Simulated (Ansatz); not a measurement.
# HS−: energies up the ladder

Aim: energies up the ladder, for HS−, with the cost of each level. Charge -1.

Program: Ansatz 0.2.0. Level of theory: the levels named in each step. These are calculated values, not measurements.

### 1 Starting point

Bond lengths: S1–H2 1.331 Å.

Structure file:

```xyz
2

S     0.0000    0.0000    0.0000
H     0.0000    0.0000    1.3306
```

### 2 A rough first relaxation, PBE-D4/def2-SVPD

Contents of input.yaml:

```yaml
crystal:
  periodic: [false, false, false]
  atoms:
    - { symbol: S, position_ang: [0.0, 0.0, 0.0] }
    - { symbol: H, position_ang: [0.0, 0.0, 1.33057] }
total_charge: -1
basis:
  gaussian: { orbitals: def2-SVPD }
hamiltonian:
  xc: pbe
  dispersion: d4
relax:
  f_tol: 0.03
  max_steps: 200
```

Started as:

```bash
ansatz run input.yaml --threads 2 --pin off --max-ram 5120MiB --backend cpu --events-out ev --progress --plain --runs-dir out
```

The runs that follow: Relaxation, PBE0-D4/def2-TZVPPD; Frequencies, PBE0-D4/def2-TZVPPD; Single point, PBE-D4/def2-TZVPPD; Single point, r2SCAN-D4/def2-TZVPPD; Single point, B3LYP-D4/def2-TZVPPD; Single point, wB97M-V/def2-TZVPPD; Single point, B2PLYP/def2-TZVPPD; Single point, LDA/def2-TZVPPD; Single point, PBE0-D4/def2-SVPD; Single point, PBE-D4/def2-SVPD; Single point, CCSD(T)/def2-TZVPPD; Single point, CCSD(T)/def2-QZVPPD.

Before running it: what results should come out? Wanted: S1–H2 at PBE0-D4/def2-TZVPPD; frequencies at PBE0-D4/def2-TZVPPD; energy at CCSD(T)/CBS.

**Answer**, as computed:

| quantity | value |
| --- | --- |
| S1–H2 at PBE0-D4/def2-TZVPPD | 1.345 Å |
| frequencies at PBE0-D4/def2-TZVPPD | 2676 cm⁻¹ |
| energy at CCSD(T)/CBS | -10841.104 eV |

In words: No mode is imaginary, so the geometry is a minimum. These totals serve in differences with atoms or fragments at the same level; alone they don't rank the methods.
